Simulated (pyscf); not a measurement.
H₃C–BH–OH + hydrogen (H₂) -> methane (CH₄) + H₂B–OH (multi-bond step; singlet surface; B–C, C–H, H–H broken, C–H, C–H, B–H formed). Single points on ωB97X-D3(BJ)/def2-SVP structures (PySCF, gas phase). Energies in eV from the separated reactants.

| level | barrier | reaction energy |
|---|---|---|
| ωB97X-D3(BJ)/def2-TZVP | 3.47 | -0.18 |
| PBE/def2-TZVP | 3.04 | -0.16 |
| PBE0-D3(BJ)/def2-TZVP | 3.21 | -0.16 |
| M06-2X/def2-TZVP | 3.46 | -0.16 |
| ωB97M-D3(BJ)/def2-TZVP | ___ | -0.18 |
| HF/def2-TZVP | ___ | ___ |

Q: Fill in the missing entries.

A: 
- ωB97M-D3(BJ)/def2-TZVP, barrier: 3.42
- HF/def2-TZVP, barrier: 4.00
- HF/def2-TZVP, reaction energy: -0.39

The functionals in the table span 0.44 eV in this barrier, from PBE to ωB97X-D3(BJ)/def2-TZVP. This saddle turned up in a search for another step; its sides and bond changes are read from the two ends of the descent. The same reactants have a lower exit, to H₂B–CH₃ + H₂O (barrier +1.80 eV at ωB97M-D3(BJ)/def2-TZVP, against +3.42 eV here). Another saddle between the same species, by other bonds, lies lower (1.77 eV against 3.42 eV at ωB97M-D3(BJ)/def2-TZVP).
